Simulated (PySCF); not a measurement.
# UPBE0/STO-3G run of CH2F (SMILES [CH2]F)

What is the energy change on altering one bond length of CH2F at UPBE0/STO-3G? Input form: a Python script.

The calculation is run with PySCF 2.14.0.

11 further runs of the same task are left out: 3 that didn't finish, 8 set aside as unsound or not needed.

## Step 1: Starting point

CH2F has 4 atoms, charge 0, and is taken as a doublet. SMILES: `[CH2]F`. Geometry: relaxed at PBE0-D4/def2-TZVP.

Bond lengths: C1–F2 1.331 Å, C1–H3 1.082 Å, C1–H4 1.082 Å. Angles: F2–C1–H3 115.1°, F2–C1–H4 115.1°, H3–C1–H4 124.6°.

## Step 2: The energy at UPBE0/STO-3G

The input, job.py:

```python
from pyscf import gto, dft

molecule = gto.M(
    atom=[
    ('C', (-0.030100, -0.057600, -0.131100)),
    ('F', (0.950000, 0.694000, 0.364600)),
    ('H', (-0.946900, 0.472300, -0.352500)),
    ('H', (0.027000, -1.108700, 0.119000)),
],
    max_memory=1860,
    verbose=4,
    spin=1,
    charge=0,
    basis='sto-3g',
)

myscf = dft.UKS(molecule, xc='pbe0')
myscf.conv_tol = 1e-10
myscf.grids.level = 5
myscf.kernel()
if not myscf.converged:
    myscf = myscf.newton().run(myscf.mo_coeff, myscf.mo_occ)

e_final = myscf.e_tot
print(f'total energy: {e_final:.8f} hartree')
```

On the command line:

```sh
OMP_NUM_THREADS=1 python job.py
```

What it wrote:

```text
PySCF version 2.14.0

[INPUT] num. atoms = 4
[INPUT] num. electrons = 17
[INPUT] charge = 0
[INPUT] spin (= nelec alpha-beta = 2S) = 1
[INPUT] symmetry False subgroup None
[INPUT] Mole.unit = angstrom
[INPUT] Symbol           X                Y                Z      unit          X                Y                Z       unit  Magmom
[INPUT]  1 C     -0.030100000000  -0.057600000000  -0.131100000000 AA   -0.056880756349  -0.108848224775  -0.247743094930 Bohr   0.0
[INPUT]  2 F      0.950000000000   0.694000000000   0.364600000000 AA    1.795239818337   1.311469930448   0.688994145016 Bohr   0.0
[INPUT]  3 H     -0.946900000000   0.472300000000  -0.352500000000 AA   -1.789381667351   0.892517648632  -0.666128458909 Bohr   0.0
[INPUT]  4 H      0.027000000000  -1.108700000000   0.119000000000 AA    0.051022605363  -2.095139354305   0.224877408823 Bohr   0.0

[... 77 lines left out ...]
converged SCF energy = -137.012962618205  <S^2> = 0.75251981  2S+1 = 2.0025182
total energy: -137.01296262 hartree
```

Wall time 2.4 s (1 thread of Arm Neoverse V1, shared host); peak memory 0.17 GiB.

## Step 3: The distorted shape, same level

The input, geometry.xyz:

```xyz
4
CH2F
C     -0.041518     0.152578    -0.181110
F      0.938582     0.904178     0.314590
H     -0.958318     0.682478    -0.402510
H      0.027000    -1.108700     0.119000
```

The input, job.py:

```python
from pyscf import gto, dft

mol = gto.M(
    atom='geometry.xyz',
    max_memory=1860,
    basis='sto-3g',
    spin=1,
    verbose=3,
)

mf = dft.UKS(mol)
mf.xc = 'pbe0'
mf.grids.level = 5
mf.conv_tol = 1e-10
mf.kernel()
if not mf.converged:
    mf = mf.newton().run(mf.mo_coeff, mf.mo_occ)

etot = mf.e_tot
print(f'total energy: {etot:.8f} hartree')
```

On the command line:

```sh
OMP_NUM_THREADS=1 python job.py
```

What it wrote:

```text
WARN: HOMO -0.0733636248554468 >= LUMO -0.0733636248554471

converged SCF energy = -136.992075102086  <S^2> = 0.75348405  2S+1 = 2.003481
total energy: -136.99207510 hartree
```

Run time: 2.5 s. Hardware: 1 thread of Arm Neoverse V1, shared host; peak memory 0.17 GiB.

## Step 4: Summary of results

At UPBE0/STO-3G:

| quantity | value |
| --- | --- |
| first shape: total energy | -137.01296 Eh |
| first shape: dipole moment | 0.48 D |
| first shape: HOMO energy (highest over α and β) | -3.15 eV |
| first shape: LUMO energy (lowest over α and β) | 2.68 eV |
| first shape: ⟨S²⟩ | 0.753 |
| distorted shape: total energy | -136.99208 Eh |
| distorted shape: dipole moment | 0.46 D |
| distorted shape: HOMO energy (highest over α and β) | -3.05 eV |
| distorted shape: LUMO energy (lowest over α and β) | 2.82 eV |
| distorted shape: ⟨S²⟩ | 0.753 |
| energy change with the C1–H4 bond stretched from 1.082 to 1.298 Å | 0.568 eV |

In words: With the C1–H4 bond stretched from 1.082 to 1.298 Å the energy rises by 0.57 eV (54.8 kJ/mol). The first shape isn't relaxed at this level, so the change isn't measured from a minimum. The minimal basis adds a large error of its own. Mulliken charges (distorted shape) run from -0.06 on C1 to +0.07 on H3.
